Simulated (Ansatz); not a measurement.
Relaxation of CH8BN (11 atoms, charge 0, multiplicity 1), to a largest force component of 0.03 eV/Å in at most 50 steps.

All numbers below come from RKS r2SCAN-D4/6-31G* (Ansatz).

```xyz
11
Properties=species:S:1:pos:R:3:forces:R:3
B -0.086 0.141 0.190 -0.09 0.31 0.25
C -0.107 0.150 1.781 -0.01 0.33 -0.14
H -1.040 -0.244 2.208 0.00 0.00 0.00
H 0.734 -0.397 2.224 0.00 0.00 0.00
H -0.010 1.187 2.139 -0.01 0.00 -0.02
H 0.943 0.131 -0.432 0.04 -0.01 -0.01
N -1.273 0.239 -0.546 -0.03 -0.03 0.01
H -2.192 0.248 -0.120 0.04 0.01 -0.01
H -1.300 0.268 -1.556 0.01 0.01 0.01
H -0.002 -2.250 0.366 -0.13 -0.68 -1.33
H 0.069 -2.044 1.039 0.17 0.06 1.23
```

Q: Where does it end, and by what steps?

A: It converged. The force dipped under the threshold on the way, but the program's further checks kept it going. After 20 steps the energy has fallen by 0.246 eV; H11 moved furthest, 1.40 Å.

```
step  energy less start (eV)  largest force component (eV/Å)  accepted
   0                  0.0000                           1.334       yes
   1                 -0.1317                           0.182       yes
   2                 -0.1766                           0.130       yes
   3                 -0.1987                           0.194       yes
   4                 -0.1910                           0.717        no
   5                 -0.2067                           0.106       yes
   6                 -0.2095                           0.457       yes
   7                 -0.2247                           0.083       yes
   8                 -0.2338                           0.059       yes
   9                 -0.1634                           1.599        no
  10                 -0.2393                           0.057       yes
  11                 -0.2309                           0.381        no
  12                 -0.2412                           0.037       yes
  13                 -0.2423                           0.106       yes
  14                 -0.2433                           0.107       yes
  15                 -0.2445                           0.055       yes
  16                 -0.2451                           0.078       yes
  17                 -0.2455                           0.059       yes
  18                 -0.2459                           0.032       yes
  19                 -0.2461                           0.015       yes
  20                 -0.2462                           0.014       yes
```

```xyz
11
Properties=species:S:1:pos:R:3
B -0.056 0.537 0.265
C -0.078 0.522 1.840
H -1.002 0.116 2.275
H 0.764 -0.069 2.229
H 0.066 1.536 2.240
H 0.888 0.970 -0.348
N -1.129 0.045 -0.488
H -1.968 -0.338 -0.070
H -1.143 0.036 -1.498
H -0.348 -2.614 0.304
H -0.259 -3.312 0.544
```

Whether the end is a true minimum wasn't checked by a vibrational analysis.

Run time: 65 s on 1 thread of Arm Neoverse V1, on a shared host, peak memory 0.14 GiB.
